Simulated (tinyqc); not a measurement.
ROHF in the sto-6g basis, for LiH+, spin multiplicity 2, step by step (part 2 of 2). Computed by tinyqc, a small Python program that keeps every step (integrals from PySCF). Command: `OMP_NUM_THREADS=1 python tinyqc.py 31237 31238 out.jsonl` (the two numbers bound the seeds that draw the settings). One thread of a shared host (Intel(R) Xeon(R) Processor @ 2.60GHz), about 0.1 s of CPU time with the checks.

Geometry (angstrom):
```
atom         x         y         z
Li    0.000000  0.000000  0.000000
H     0.000000  0.000000  2.518000
```

## Iteration 3: building the Fock matrix

D(alpha) after iteration 2, order 1Li 1s, 1Li 2s, 1Li 2px, 1Li 2py, 1Li 2pz, 2H 1s:
$$\begin{pmatrix}
0.993657 & 0.009310 & 0.000000 & 0.000000 & -0.011249 & -0.049689 \\
0.009310 & 0.032547 & 0.000000 & 0.000000 & 0.038053 & 0.155918 \\
0.000000 & 0.000000 & 0.000000 & 0.000000 & 0.000000 & 0.000000 \\
0.000000 & 0.000000 & 0.000000 & 0.000000 & 0.000000 & 0.000000 \\
-0.011249 & 0.038053 & 0.000000 & 0.000000 & 0.044986 & 0.184405 \\
-0.049689 & 0.155918 & 0.000000 & 0.000000 & 0.184405 & 0.755916
\end{pmatrix}$$

D(beta) after iteration 2, order 1Li 1s, 1Li 2s, 1Li 2px, 1Li 2py, 1Li 2pz, 2H 1s:
$$\begin{pmatrix}
0.990673 & 0.019110 & 0.000000 & 0.000000 & 0.000337 & -0.002194 \\
0.019110 & 0.000369 & 0.000000 & 0.000000 & 0.000007 & -0.000042 \\
0.000000 & 0.000000 & 0.000000 & 0.000000 & 0.000000 & 0.000000 \\
0.000000 & 0.000000 & 0.000000 & 0.000000 & 0.000000 & 0.000000 \\
0.000337 & 0.000007 & 0.000000 & 0.000000 & 0.000000 & -0.000001 \\
-0.002194 & -0.000042 & 0.000000 & 0.000000 & -0.000001 & 0.000005
\end{pmatrix}$$

core Hamiltonian H = T + V (hartree), order 1Li 1s, 1Li 2s, 1Li 2px, 1Li 2py, 1Li 2pz, 2H 1s:
$$\begin{pmatrix}
-4.660560 & -0.988628 & 0.000000 & 0.000000 & -0.006874 & -0.038229 \\
-0.988628 & -1.299570 & 0.000000 & 0.000000 & -0.072296 & -0.279768 \\
0.000000 & 0.000000 & -1.068886 & 0.000000 & 0.000000 & 0.000000 \\
0.000000 & 0.000000 & 0.000000 & -1.068886 & 0.000000 & 0.000000 \\
-0.006874 & -0.072296 & 0.000000 & 0.000000 & -1.120331 & -0.400007 \\
-0.038229 & -0.279768 & 0.000000 & 0.000000 & -0.400007 & -1.101479
\end{pmatrix}$$

Two-electron integrals (ij|kl) in chemists' order, unique and non-zero (hartree):
```
(11|11) 1.681247   (21|11) 0.242603   (21|21) 0.044507   (22|11) 0.397190
(22|21) 0.090279   (22|22) 0.290625   (31|31) 0.009437   (32|31) 0.014261
(32|32) 0.064236   (33|11) 0.397190   (33|21) 0.090279   (33|22) 0.290625
(33|33) 0.313125   (41|41) 0.009437   (42|41) 0.014261   (42|42) 0.064236
(43|43) 0.016875   (44|11) 0.397190   (44|21) 0.090279   (44|22) 0.290625
(44|33) 0.279374   (44|44) 0.313125   (51|51) 0.009437   (52|51) 0.014261
(52|52) 0.064236   (53|53) 0.016875   (54|54) 0.016875   (55|11) 0.397190
(55|21) 0.090279   (55|22) 0.290625   (55|33) 0.279374   (55|44) 0.279374
(55|55) 0.313125   (61|11) 0.008877   (61|21) 0.001612   (61|22) 0.003372
(61|33) 0.003322   (61|44) 0.003322   (61|51) 0.000217   (61|52) 0.000467
(61|55) 0.003471   (61|61) 0.000065   (62|11) 0.052653   (62|21) 0.012296
(62|22) 0.046594   (62|33) 0.043875   (62|44) 0.043875   (62|51) 0.001864
(62|52) 0.014521   (62|55) 0.052033   (62|61) 0.000556   (62|62) 0.016961
(63|31) 0.000627   (63|32) 0.003674   (63|53) 0.001711   (63|63) 0.000721
(64|41) 0.000627   (64|42) 0.003674   (64|54) 0.001711   (64|64) 0.000721
(65|11) 0.074474   (65|21) 0.017475   (65|22) 0.067644   (65|33) 0.063116
(65|44) 0.063116   (65|51) 0.002912   (65|52) 0.022758   (65|55) 0.076701
(65|61) 0.000806   (65|62) 0.026328   (65|65) 0.041043   (66|11) 0.210141
(66|21) 0.049530   (66|22) 0.204173   (66|33) 0.188745   (66|44) 0.188745
(66|51) 0.006856   (66|52) 0.069143   (66|55) 0.235031   (66|61) 0.002253
(66|62) 0.102034   (66|65) 0.161972   (66|66) 0.774999
```

nuclear repulsion = 0.63047325 hartree

J_ij = sum D_kl (ij|kl) with D = D(alpha) + D(beta), K_ij = sum D_kl (ik|jl) for each spin; F = H + J - K(s); E = tr D H + tr D J / 2 - 0.5 sum_s tr D(s) K(s) + E_nn.

Coulomb J (hartree), order 1Li 1s, 1Li 2s, 1Li 2px, 1Li 2py, 1Li 2pz, 2H 1s:
$$\begin{pmatrix}
3.582691 & 0.538518 & 0.000000 & 0.000000 & 0.007695 & 0.020172 \\
0.538518 & 1.009390 & 0.000000 & 0.000000 & 0.069717 & 0.202188 \\
0.000000 & 0.000000 & 0.994709 & 0.000000 & 0.000000 & 0.000000 \\
0.000000 & 0.000000 & 0.000000 & 0.994709 & 0.000000 & 0.000000 \\
0.007695 & 0.069717 & 0.000000 & 0.000000 & 1.038754 & 0.301820 \\
0.020172 & 0.202188 & 0.000000 & 0.000000 & 0.301820 & 1.119362
\end{pmatrix}$$

exchange K(alpha) (hartree), order 1Li 1s, 1Li 2s, 1Li 2px, 1Li 2py, 1Li 2pz, 2H 1s:
$$\begin{pmatrix}
1.676723 & 0.249352 & 0.000000 & 0.000000 & 0.000277 & 0.010233 \\
0.249352 & 0.089740 & 0.000000 & 0.000000 & 0.057872 & 0.133938 \\
0.000000 & 0.000000 & 0.014752 & 0.000000 & 0.000000 & 0.000000 \\
0.000000 & 0.000000 & 0.000000 & 0.014752 & 0.000000 & 0.000000 \\
0.000277 & 0.057872 & 0.000000 & 0.000000 & 0.091940 & 0.194786 \\
0.010233 & 0.133938 & 0.000000 & 0.000000 & 0.194786 & 0.681624
\end{pmatrix}$$

exchange K(beta) (hartree), order 1Li 1s, 1Li 2s, 1Li 2px, 1Li 2py, 1Li 2pz, 2H 1s:
$$\begin{pmatrix}
1.674815 & 0.248694 & 0.000000 & 0.000000 & -0.000027 & 0.009398 \\
0.248694 & 0.047592 & 0.000000 & 0.000000 & -0.000008 & 0.001801 \\
0.000000 & 0.000000 & 0.009915 & 0.000000 & 0.000000 & 0.000000 \\
0.000000 & 0.000000 & 0.000000 & 0.009915 & 0.000000 & 0.000000 \\
-0.000027 & -0.000008 & 0.000000 & 0.000000 & 0.009903 & 0.000247 \\
0.009398 & 0.001801 & 0.000000 & 0.000000 & 0.000247 & 0.000078
\end{pmatrix}$$

F(alpha) (hartree), order 1Li 1s, 1Li 2s, 1Li 2px, 1Li 2py, 1Li 2pz, 2H 1s:
$$\begin{pmatrix}
-2.754592 & -0.699462 & 0.000000 & 0.000000 & 0.000545 & -0.028291 \\
-0.699462 & -0.379920 & 0.000000 & 0.000000 & -0.060450 & -0.211517 \\
0.000000 & 0.000000 & -0.088929 & 0.000000 & 0.000000 & 0.000000 \\
0.000000 & 0.000000 & 0.000000 & -0.088929 & 0.000000 & 0.000000 \\
0.000545 & -0.060450 & 0.000000 & 0.000000 & -0.173516 & -0.292973 \\
-0.028291 & -0.211517 & 0.000000 & 0.000000 & -0.292973 & -0.663741
\end{pmatrix}$$

F(beta) (hartree), order 1Li 1s, 1Li 2s, 1Li 2px, 1Li 2py, 1Li 2pz, 2H 1s:
$$\begin{pmatrix}
-2.752684 & -0.698803 & 0.000000 & 0.000000 & 0.000848 & -0.027455 \\
-0.698803 & -0.337773 & 0.000000 & 0.000000 & -0.002570 & -0.079381 \\
0.000000 & 0.000000 & -0.084091 & 0.000000 & 0.000000 & 0.000000 \\
0.000000 & 0.000000 & 0.000000 & -0.084091 & 0.000000 & 0.000000 \\
0.000848 & -0.002570 & 0.000000 & 0.000000 & -0.091479 & -0.098434 \\
-0.027455 & -0.079381 & 0.000000 & 0.000000 & -0.098434 & 0.017805
\end{pmatrix}$$

total energy of this density = -7.70342379 hartree

## Iteration 3: Roothaan effective Fock matrix

overlap S, order 1Li 1s, 1Li 2s, 1Li 2px, 1Li 2py, 1Li 2pz, 2H 1s:
$$\begin{pmatrix}
1.000000 & 0.235742 & 0.000000 & 0.000000 & 0.000000 & 0.008975 \\
0.235742 & 1.000000 & 0.000000 & 0.000000 & 0.000000 & 0.197129 \\
0.000000 & 0.000000 & 1.000000 & 0.000000 & 0.000000 & 0.000000 \\
0.000000 & 0.000000 & 0.000000 & 1.000000 & 0.000000 & 0.000000 \\
0.000000 & 0.000000 & 0.000000 & 0.000000 & 1.000000 & 0.292628 \\
0.008975 & 0.197129 & 0.000000 & 0.000000 & 0.292628 & 1.000000
\end{pmatrix}$$

With projectors Pc = D(beta) S, Po = (D(alpha) - D(beta)) S, Pv = 1 - D(alpha) S, the block xy is Px^T F Py; with Fc = (F(alpha) + F(beta))/2, the blocks are Fc for cc, oo, vv and cv, F(beta) for co and F(alpha) for ov.

effective F (hartree), order 1Li 1s, 1Li 2s, 1Li 2px, 1Li 2py, 1Li 2pz, 2H 1s:
$$\begin{pmatrix}
-2.753639 & -0.699265 & 0.000000 & 0.000000 & 0.000541 & -0.027629 \\
-0.699265 & -0.331227 & 0.000000 & 0.000000 & 0.004537 & -0.112941 \\
0.000000 & 0.000000 & -0.086510 & 0.000000 & 0.000000 & 0.000000 \\
0.000000 & 0.000000 & 0.000000 & -0.086510 & 0.000000 & 0.000000 \\
0.000541 & 0.004537 & 0.000000 & 0.000000 & -0.085610 & -0.156790 \\
-0.027629 & -0.112941 & 0.000000 & 0.000000 & -0.156790 & -0.362941
\end{pmatrix}$$

## Iteration 3: diagonalisation and new density

X, order 1Li 1s, 1Li 2s, 1Li 2px, 1Li 2py, 1Li 2pz, 2H 1s:
$$\begin{pmatrix}
1.022170 & -0.124814 & 0.000000 & 0.000000 & -0.003808 & 0.014977 \\
-0.124814 & 1.038890 & 0.000000 & 0.000000 & 0.024647 & -0.110228 \\
0.000000 & 0.000000 & 1.000000 & 0.000000 & 0.000000 & 0.000000 \\
0.000000 & 0.000000 & 0.000000 & 1.000000 & 0.000000 & 0.000000 \\
-0.003808 & 0.024647 & 0.000000 & 0.000000 & 1.035397 & -0.159074 \\
0.014977 & -0.110228 & 0.000000 & 0.000000 & -0.159074 & 1.051883
\end{pmatrix}$$

Diagonalise F' = X^T F X, C = X C', fill 2 alpha and 1 beta electrons from the bottom; D(s) = C_occ C_occ^T. Each column has its largest component positive (the first on a tie).

F' = X^T F X (hartree):
$$\begin{pmatrix}
-2.704309 & -0.358877 & 0.000000 & 0.000000 & -0.005341 & 0.013921 \\
-0.358877 & -0.197317 & 0.000000 & 0.000000 & 0.028312 & -0.063691 \\
0.000000 & 0.000000 & -0.086510 & 0.000000 & 0.000000 & 0.000000 \\
0.000000 & 0.000000 & 0.000000 & -0.086510 & 0.000000 & 0.000000 \\
-0.005341 & 0.028312 & 0.000000 & 0.000000 & -0.048344 & -0.104653 \\
0.013921 & -0.063691 & 0.000000 & 0.000000 & -0.104653 & -0.328132
\end{pmatrix}$$

orbital energies (hartree): MO1 -2.754681, MO2 -0.375393, MO3 -0.150613, MO4 -0.086510, MO5 -0.086510, MO6 0.002585

coefficients C, order 1Li 1s, 1Li 2s, 1Li 2px, 1Li 2py, 1Li 2pz, 2H 1s:
$$\begin{pmatrix}
0.994886 & -0.046514 & -0.244543 & 0.000000 & 0.000000 & -0.094257 \\
0.020946 & 0.145061 & 0.965187 & 0.000000 & 0.000000 & 0.393141 \\
0.000000 & 0.000000 & 0.000000 & 0.799533 & 0.600623 & 0.000000 \\
0.000000 & 0.000000 & 0.000000 & -0.600623 & 0.799533 & 0.000000 \\
0.000412 & 0.145385 & -0.348380 & 0.000000 & 0.000000 & 0.977480 \\
-0.002670 & 0.911032 & -0.163231 & 0.000000 & 0.000000 & -0.536198
\end{pmatrix}$$

D(alpha) after iteration 3, order 1Li 1s, 1Li 2s, 1Li 2px, 1Li 2py, 1Li 2pz, 2H 1s:
$$\begin{pmatrix}
0.991963 & 0.014092 & 0.000000 & 0.000000 & -0.006352 & -0.045032 \\
0.014092 & 0.021481 & 0.000000 & 0.000000 & 0.021098 & 0.132099 \\
0.000000 & 0.000000 & 0.000000 & 0.000000 & 0.000000 & 0.000000 \\
0.000000 & 0.000000 & 0.000000 & 0.000000 & 0.000000 & 0.000000 \\
-0.006352 & 0.021098 & 0.000000 & 0.000000 & 0.021137 & 0.132450 \\
-0.045032 & 0.132099 & 0.000000 & 0.000000 & 0.132450 & 0.829986
\end{pmatrix}$$

D(beta) after iteration 3, order 1Li 1s, 1Li 2s, 1Li 2px, 1Li 2py, 1Li 2pz, 2H 1s:
$$\begin{pmatrix}
0.989799 & 0.020839 & 0.000000 & 0.000000 & 0.000410 & -0.002656 \\
0.020839 & 0.000439 & 0.000000 & 0.000000 & 0.000009 & -0.000056 \\
0.000000 & 0.000000 & 0.000000 & 0.000000 & 0.000000 & 0.000000 \\
0.000000 & 0.000000 & 0.000000 & 0.000000 & 0.000000 & 0.000000 \\
0.000410 & 0.000009 & 0.000000 & 0.000000 & 0.000000 & -0.000001 \\
-0.002656 & -0.000056 & 0.000000 & 0.000000 & -0.000001 & 0.000007
\end{pmatrix}$$

Within a degenerate level the vectors are fixed only up to a rotation; this is one choice.

## Iteration 42 (converged): orbitals

converged F (hartree), order 1Li 1s, 1Li 2s, 1Li 2px, 1Li 2py, 1Li 2pz, 2H 1s:
$$\begin{pmatrix}
-2.762314 & -0.701692 & 0.000000 & 0.000000 & 0.000135 & -0.027978 \\
-0.701692 & -0.333847 & 0.000000 & 0.000000 & 0.005393 & -0.104396 \\
0.000000 & 0.000000 & -0.090199 & 0.000000 & 0.000000 & 0.000000 \\
0.000000 & 0.000000 & 0.000000 & -0.090199 & 0.000000 & 0.000000 \\
0.000135 & 0.005393 & 0.000000 & 0.000000 & -0.089438 & -0.147875 \\
-0.027978 & -0.104396 & 0.000000 & 0.000000 & -0.147875 & -0.342252
\end{pmatrix}$$

As before.

F' = X^T F X (hartree):
$$\begin{pmatrix}
-2.712829 & -0.359797 & 0.000000 & 0.000000 & -0.005563 & 0.012868 \\
-0.359797 & -0.201371 & 0.000000 & 0.000000 & 0.027002 & -0.056106 \\
0.000000 & 0.000000 & -0.090199 & 0.000000 & 0.000000 & 0.000000 \\
0.000000 & 0.000000 & 0.000000 & -0.090199 & 0.000000 & 0.000000 \\
-0.005563 & 0.027002 & 0.000000 & 0.000000 & -0.054884 & -0.097277 \\
0.012868 & -0.056106 & 0.000000 & 0.000000 & -0.097277 & -0.310307
\end{pmatrix}$$

orbital energies (hartree): MO1 -2.763369, MO2 -0.353663, MO3 -0.154702, MO4 -0.090199, MO5 -0.090199, MO6 -0.007657

coefficients C, order 1Li 1s, 1Li 2s, 1Li 2px, 1Li 2py, 1Li 2pz, 2H 1s:
$$\begin{pmatrix}
0.994857 & -0.045283 & -0.245909 & 0.000000 & 0.000000 & -0.091570 \\
0.021061 & 0.139900 & 0.970405 & 0.000000 & 0.000000 & 0.382003 \\
0.000000 & 0.000000 & 0.000000 & 0.882310 & 0.470670 & 0.000000 \\
0.000000 & 0.000000 & 0.000000 & -0.470670 & 0.882310 & 0.000000 \\
0.000570 & 0.150136 & -0.336550 & 0.000000 & 0.000000 & 0.980901 \\
-0.002680 & 0.910668 & -0.163385 & 0.000000 & 0.000000 & -0.536768
\end{pmatrix}$$

D(alpha) after iteration 42, order 1Li 1s, 1Li 2s, 1Li 2px, 1Li 2py, 1Li 2pz, 2H 1s:
$$\begin{pmatrix}
0.991792 & 0.014617 & 0.000000 & 0.000000 & -0.006232 & -0.043904 \\
0.014617 & 0.020015 & 0.000000 & 0.000000 & 0.021016 & 0.127346 \\
0.000000 & 0.000000 & 0.000000 & 0.000000 & 0.000000 & 0.000000 \\
0.000000 & 0.000000 & 0.000000 & 0.000000 & 0.000000 & 0.000000 \\
-0.006232 & 0.021016 & 0.000000 & 0.000000 & 0.022541 & 0.136723 \\
-0.043904 & 0.127346 & 0.000000 & 0.000000 & 0.136723 & 0.829323
\end{pmatrix}$$

D(beta) after iteration 42, order 1Li 1s, 1Li 2s, 1Li 2px, 1Li 2py, 1Li 2pz, 2H 1s:
$$\begin{pmatrix}
0.989741 & 0.020952 & 0.000000 & 0.000000 & 0.000567 & -0.002666 \\
0.020952 & 0.000444 & 0.000000 & 0.000000 & 0.000012 & -0.000056 \\
0.000000 & 0.000000 & 0.000000 & 0.000000 & 0.000000 & 0.000000 \\
0.000000 & 0.000000 & 0.000000 & 0.000000 & 0.000000 & 0.000000 \\
0.000567 & 0.000012 & 0.000000 & 0.000000 & 0.000000 & -0.000002 \\
-0.002666 & -0.000056 & 0.000000 & 0.000000 & -0.000002 & 0.000007
\end{pmatrix}$$

Within a degenerate level the vectors are fixed only up to a rotation; this is one choice.

## Convergence

Stop when the energy changes by less than 1e-08 hartree and every element of the error matrix X^T (F D S - S D F) X is below 3e-05.

Course of the cycle:
```
iteration  E (hartree)     change  largest element of the error matrix
1          -6.37464919          -                             6.08e-02
2          -7.66125407  -1.29e+00                             1.01e-01
3          -7.70342379  -4.22e-02                             2.41e-02
4          -7.70528320  -1.86e-03                             2.01e-03
5          -7.70528774  -4.54e-06                             1.69e-03
6          -7.70529056  -2.82e-06                             1.54e-03
7          -7.70529299  -2.43e-06                             1.37e-03
8          -7.70529479  -1.79e-06                             1.24e-03
9          -7.70529632  -1.54e-06                             1.10e-03
10         -7.70529748  -1.15e-06                             9.89e-04
11         -7.70529845  -9.77e-07                             8.80e-04
12         -7.70529920  -7.42e-07                             7.91e-04
13         -7.70529982  -6.21e-07                             7.04e-04
14         -7.70530030  -4.77e-07                             6.32e-04
...                ...        ...                                  ...
29         -7.70530218  -1.72e-08                             1.18e-04
30         -7.70530219  -1.37e-08                             1.06e-04
31         -7.70530220  -1.10e-08                             9.48e-05
32         -7.70530221  -8.75e-09                             8.48e-05
33         -7.70530222  -7.03e-09                             7.58e-05
34         -7.70530222  -5.60e-09                             6.78e-05
35         -7.70530223  -4.50e-09                             6.07e-05
36         -7.70530223  -3.59e-09                             5.43e-05
37         -7.70530223  -2.88e-09                             4.85e-05
38         -7.70530224  -2.30e-09                             4.34e-05
39         -7.70530224  -1.84e-09                             3.88e-05
40         -7.70530224  -1.47e-09                             3.47e-05
41         -7.70530224  -1.18e-09                             3.11e-05
42         -7.70530224  -9.42e-10                             2.78e-05
```

PySCF ROHF in the same basis = -7.70530224 hartree

Converged in 42 iterations.

## Populations, bond orders and dipole

Mulliken: Z minus the diagonal of D S on the atom; Loewdin: the same with S^(1/2) D S^(1/2); Mayer order: 2 sum_s sum (D(s) S)_ij (D(s) S)_ji over the two atoms.

Charges (e):
```
atom  Mulliken   Loewdin  Mulliken spin
1Li   0.894013  0.869272       0.105930
2H    0.105987  0.130728       0.894070
```

Mayer bond orders:
```
pair     order
2-1   0.189406
```

dipole moment about the origin, x y z (debye): [0.000000, 0.000000, 0.596729]
